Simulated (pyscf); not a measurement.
`[OH2]` + `[Cl][Nb]([Cl])([Cl])[Cl]` [doublet] → `[OH][Nb]([Cl])([Cl])[Cl]` [doublet] + `[ClH]` (four-centre exchange; doublet surface; H–O, Cl–Nb broken, Nb–O, Cl–H formed). Structures and frequencies: ωB97X-D3(BJ)/def2-SVP in PySCF. Energies in kcal/mol from the separated reactants.

```csv
level,barrier,reaction energy
PBE/def2-TZVP,3.7,+5.3
r²SCAN/def2-TZVP,2.5,+5.3
B3LYP-D3(BJ)/def2-TZVP,___,+5.7
PBE0-D3(BJ)/def2-TZVP,3.3,+6.3
M06-2X/def2-TZVP,3.2,+5.5
ωB97M-D3(BJ)/def2-TZVP,___,___
```

Question: Fill in the missing entries.

Answer: 
- B3LYP-D3(BJ)/def2-TZVP, barrier: 4.5
- ωB97M-D3(BJ)/def2-TZVP, barrier: 4.3
- ωB97M-D3(BJ)/def2-TZVP, reaction energy: +4.0

On the reactant side the descent ends in an adduct with a Nb–O contact (not fully relaxed), 19.5 kcal/mol under the separated species and 22.7 kcal/mol under the saddle at ωB97X-D3(BJ)/def2-TZVP. On the product side the descent ends in an adduct with a Cl–Nb contact, 8.6 kcal/mol under the separated species and 4.9 kcal/mol under the saddle at ωB97X-D3(BJ)/def2-TZVP. At PBE, r²SCAN, B3LYP-D3(BJ), PBE0-D3(BJ), M06-2X the saddle lies under the separated products, which points to a path from their complex (located at ωB97X-D3(BJ) alone), and parting the products costs more than the saddle. What is counted as formed (Nb–O) is already present as a longer contact in the reactant adduct; forming that adduct is a step of its own. What is counted as broken (Cl–Nb) persists as a longer contact in the product adduct; parting that adduct is a step of its own. This is the saddle that the search found; another between the same sides may lie lower. Open-shell species with a d-block atom are single-reference here; other states, and whether the spin sits on metal or ligand, were not checked. Elements past Kr carry the def2 core potentials, without spin-orbit coupling.
